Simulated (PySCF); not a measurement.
Gas-phase reaction: BH3 + 2 F ⇌ BHF2 + 2 H

Energies from PySCF (xtb for GFN2), thermal terms from the rigid-rotor harmonic-oscillator model, ideal gas at 1 bar. The comparison is the NASA 1993 polynomial table, which mixes measured and estimated data. † marks an energy on the PBE0/def2-TZVP geometry and frequencies; other levels use their own. MP2 and CCSD(T) freeze the core. Open shells (unrestricted): F (multiplicity 2, electronic degeneracy 6), H (multiplicity 2); the rest are closed-shell singlets. GFN2 has no spin-polarisation term. Spin-orbit splitting is ignored; it lowers the true energy and changes the entropy of F. B3LYP is the form with VWN-RPA correlation. MP2 isn't extrapolated to the basis-set limit; its ΔH°(298 K) is -616.9 kJ in def2-SVP and -619.8 kJ in def2-TZVPP. CCSD(T) isn't extrapolated to the basis-set limit; its ΔH°(298 K) is -539.6 kJ in def2-SVP and -539.8 kJ in def2-TZVPP. The harmonic model lacks anharmonicity and excited electronic states, which grow with temperature; levels with a mode under 35 cm⁻¹ are left out. The table's entry may be an old estimate for BH3, BHF2 (not checked at source).

```csv
level,"ΔH°(298 K), kJ",minus table,"ΔG°(600 K), kJ"
table,-563.3,-,-544.9
B3LYP/def2-TZVP†,-538.1,25.2,-517.9
CCSD(T)/def2-TZVPP†,-539.8,23.5,-519.6
GFN2-xTB,-319.6,243.7,-300.3
M06-2X/def2-TZVP†,-568.0,-4.7,-547.8
MP2/def2-SVP†,-616.9,-53.6,-596.7
MP2/def2-TZVPP†,-619.8,-56.5,-599.6
PBE/def2-TZVP†,-606.1,-42.8,-586.0
PBE0/def2-QZVP†,-558.1,5.2,-538.0
PBE0/def2-TZVP,-558.0,5.3,-537.8
r2SCAN/def2-TZVP†,-566.8,-3.5,-546.6
LDA/def2-TZVP†,-721.2,-157.9,-701.0
```
